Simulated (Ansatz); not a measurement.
**C₄H₅NS: ionisation energy by level of theory**

An exercise on one series of results from a longer session: the logs are not shown, and one member is left open.

Program: Ansatz 0.2.0, Gaussian basis. Level of theory: unrestricted cation, the program's frozen cores in correlated methods. These are calculated values, not measurements.

Plan: UKS PBE-D4/def2-TZVPP; UKS r2SCAN-D4/def2-TZVPP; UKS PBE0-D4/def2-TZVPP; UKS B3LYP-D4/def2-TZVPP; UKS wB97X-V/def2-TZVPP; UKS wB97M-V/def2-TZVPP; UKS B2PLYP/def2-TZVPP; UHF-CCSD(T)/def2-TZVPP; UHF-MP2/def2-QZVPP; extrapolation to the limit; then −ε(HOMO) from the neutral's earlier runs with LDA (SPW92), PBE-D4, revPBE-D4, BLYP-D4, r2SCAN-D4, B97M-V, PBE0-D4, B3LYP-D4, r2SCANh-D4, r2SCAN0-D4, HSE06-D4, BHLYP-D4, CAM-B3LYP-D4, LC-ωPBE, ωB97X-V, ωB97M-V.

## The relaxed structure

The geometry comes from an earlier relaxation with PBE0-D4 in a triple-zeta def2 set; it is a stationary point, not always the lowest conformer.

11 atoms, charge 0, spin multiplicity 1.

Atoms are counted from 1 here; the program's logs count them from 0.

Bond lengths: C1–C2 1.487 Å, C1–H7 1.091 Å, C1–H8 1.093 Å, C1–H9 1.093 Å, C2–C3 1.363 Å, C2–S6 1.717 Å, C3–N4 1.364 Å, C3–H10 1.083 Å, N4–C5 1.294 Å, C5–S6 1.718 Å, C5–H11 1.082 Å. Angles: C2–C1–H7 109.5°, C2–C1–H8 111.8°, C2–C1–H9 111.8°, H7–C1–H8 108.0°, H7–C1–H9 108.0°, H8–C1–H9 107.6°, C1–C2–C3 128.6°, C1–C2–S6 123.2°, C3–C2–S6 108.2°, C2–C3–N4 116.8°, C2–C3–H10 123.8°, N4–C3–H10 119.4°, C3–N4–C5 110.3°, N4–C5–S6 114.8°, N4–C5–H11 124.2°, S6–C5–H11 121.0°, C2–S6–C5 89.9°.

The first run:

in.yaml

```yaml
crystal:
  periodic: [false, false, false]
  atoms:
    - {symbol: C, position_ang: [-0.162393, -0.401491, 1.717924]}
    - {symbol: C, position_ang: [-0.105084, -0.039389, 0.276641]}
    - {symbol: C, position_ang: [0.944566, -0.149318, -0.585912]}
    - {symbol: N, position_ang: [0.729981, 0.258999, -1.869409]}
    - {symbol: C, position_ang: [-0.483366, 0.685809, -2.008248]}
    - {symbol: S, position_ang: [-1.439606, 0.617189, -0.582079]}
    - {symbol: H, position_ang: [0.804309, -0.797521, 2.033025]}
    - {symbol: H, position_ang: [-0.919535, -1.164530, 1.915256]}
    - {symbol: H, position_ang: [-0.392754, 0.463373, 2.345157]}
    - {symbol: H, position_ang: [1.916888, -0.535871, -0.306357]}
    - {symbol: H, position_ang: [-0.893007, 1.062741, -2.936011]}
basis:
  gaussian: {orbitals: def2-TZVPP}
total_charge: 1
magnetization: {spin_polarized: true, initial_magnetization: 1}
hamiltonian: {xc: pbe, dispersion: d4}
```

The run is started by

```
$ ansatz run in.yaml --threads 2 --pin off --events-out ev --progress --plain --max-ram 22528MiB --backend cpu
```

Steps of the session up to this table: Cation, UKS PBE-D4/def2-TZVPP; Cation, UKS r2SCAN-D4/def2-TZVPP; Cation, UKS PBE0-D4/def2-TZVPP; Cation, UKS B3LYP-D4/def2-TZVPP; Cation, UKS wB97X-V/def2-TZVPP; Cation, UKS wB97M-V/def2-TZVPP; Cation, UKS B2PLYP (frozen core)/def2-TZVPP; Cation, UHF-CCSD(T)/def2-TZVPP; Cation, UHF-MP2/def2-QZVPP.

One table of the session follows, with a row left open; its other results are not shown here.

For comparison, −ε(HOMO) of the neutral from earlier runs:

| functional | −ε(HOMO) (eV) |
| --- | --- |
| LDA (SPW92) | 6.20 |
| PBE-D4 | 6.00 |
| revPBE-D4 | 5.93 |
| BLYP-D4 | 5.83 |
| r2SCAN-D4 | ? |
| B97M-V | 6.14 |
| PBE0-D4 | 7.02 |
| B3LYP-D4 | 6.81 |
| r2SCANh-D4 | 6.56 |
| r2SCAN0-D4 | 7.14 |
| HSE06-D4 | 6.63 |
| BHLYP-D4 | 7.87 |
| CAM-B3LYP-D4 | 8.28 |
| LC-ωPBE | 9.61 |
| ωB97X-V | 9.24 |
| ωB97M-V | 9.14 |

Estimate the missing values for r2SCAN-D4.

Worked estimate for «−ε(HOMO) (eV)». Against the share of exact exchange, r2SCANh-D4 (0.1, 6.56), r2SCAN0-D4 (0.25, 7.14) give a slope of 3.87 per unit share; at 0 the line stands at 6.17.

**Answer.** −ε(HOMO) (eV): 6.17. In «−ε(HOMO) (eV)» the line misses by 0.00.
